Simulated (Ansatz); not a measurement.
## BF, singlet: energies of several shapes or isomers

Calculated in Ansatz's Gaussian-basis code. Basis cc-pVTZ, nonrelativistic, no frozen core; active space CAS(10,8). Restricted Hartree–Fock, then the lowest state-specific CASSCF solution met for each case. Single-reference values can break down or jump between states where bonds are stretched. Solutions in different active orbitals can move differences by tenths of an eV and at times more than 1 eV.

Case A: bond length 2.2734 Å. A bond is stretched, to 1.61 times the sum of the covalent radii.

Case B: bond length 1.2630 Å.

Energy less that of case A, in eV:

```tsv
case	RHF/ROHF
B	-5.480
```

Problem. What does SC-NEVPT2 give for these differences?

Solution. B: -5.125 eV (-118.2 kcal/mol).
